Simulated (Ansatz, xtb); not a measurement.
Acid–base and redox partners of CC=C. Gas-phase values, no solvent. One relaxed conformer stands for each flexible species; it need not be the lowest. Strings in code marks are SMILES.

Quantity: bond dissociation enthalpy (X–H) at 298 K, in kJ/mol. HF references are unrestricted for open shells and restricted for singlets. Enthalpy corrections at 298 K come from GFN2-xTB frequencies (xtb).

A: H atom removed from C2: `C=[C]C`
B: H atom removed from C3: `[CH2]C=C` (H–C–C–C torsion 0°)
C: H atom removed from C1: `[C](=C/C)/[H]`

### Question
Order them by bond dissociation enthalpy (X–H) at 298 K (lowest first) at the level frozen-core MP2/cc-pVTZ // PBE0-D4/def2-TZVP (Ansatz, a program for electronic structure).

### Answer
B (383.8 kJ/mol), A (464.4 kJ/mol), C (483.7 kJ/mol)
